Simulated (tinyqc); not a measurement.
A ladder of methods, and size consistency: correlation methods against full CI in the sto-3g basis, for H2O, spin multiplicity 1. Computed by the program tinyqc with PySCF. All electrons correlated; +Q is the Davidson correction (1 - c0^2) E_corr. The last columns treat two copies 100 angstrom apart as one system. FCI is the lowest singlet.

Geometry (angstrom):

| atom | x | y | z |
|---|---|---|---|
| O | 0.0000 | 0.0000 | 0.0000 |
| H | 0.0000 | 0.8150 | 0.6270 |
| H | 0.0000 | -0.8150 | 0.6270 |

RHF energy of one = -74.961338 hartree

Correlation energies (hartree):

| method | E_corr of one | share of FCI (%) | E_corr of two at 100 angstrom | two minus twice one (mhartree) |
|---|---|---|---|---|
| MP2 | -0.04171 | 70.427 | -0.08341 | 0.000 |
| CISD | -0.05811 | 98.123 | -0.11253 | 3.686 |
| CISD+Q | -0.06008 | 101.451 | -0.11943 | 0.725 |
| CCSD | -0.05906 | 99.731 | -0.11812 | 0.000 |
| CCSD(T) | -0.05914 | 99.871 | -0.11829 | 0.000 |
| FCI | -0.05922 | 100.000 | - | - |

What does the comparison show, and why?

MP2 recovers 70 %, CISD 98.1 % and CCSD 99.7 % of the FCI value (c0^2 = 0.966 in CISD). MP2 and coupled cluster are size consistent, so their last column vanishes; CISD loses 3.69 mhartree, since a double excitation on each copy is a quadruple of the pair, and the Davidson correction leaves +0.72.
